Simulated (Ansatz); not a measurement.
Species, as SMILES: O=[O+][O-].
Atoms: O1, O2, O3. Bonds: O1-O2, O2-O3.

Basis-set convergence of the harmonic zero-point energy at B3LYP with Ansatz (a program for electronic structure). Each level at its own minimum, finite differences of forces, unscaled; the reference is a large set that could be run, not a limit. Cartesian d functions, on some or all atoms, in 6-31+G*; all else is spherical. The program fits the integrals of some runs and decomposes those of others, by size. No added dispersion term, no relativity. Reference: the value in def2-QZVPP, 4.59 kcal/mol, itself unsure by roughly 0.02 kcal/mol (its mean distance from cc-pVQZ, aug-pcseg-2, aug-cc-pVTZ). Deviations are taken from unrounded values.

| basis | functions | harmonic zero-point energy (kcal/mol) | minus reference (kcal/mol) |
|---|---|---|---|
| STO-3G | 15 | 4.68 | 0.09 |
| 3-21G | 27 | 3.95 | -0.64 |
| 6-31+G* | 57 | 4.59 | 0.00 |
| 6-311+G** | 66 | 4.54 | -0.05 |
| def2-SVPD | 69 | 4.69 | 0.10 |
| 6-311++G(2d,2p) | 81 | 4.59 | 0.00 |
| pcseg-2 | 90 | 4.58 | -0.01 |
| jun-cc-pV(T+d)Z | 117 | 4.56 | -0.03 |
| cc-pVQZ | 165 | 4.59 | 0.00 |
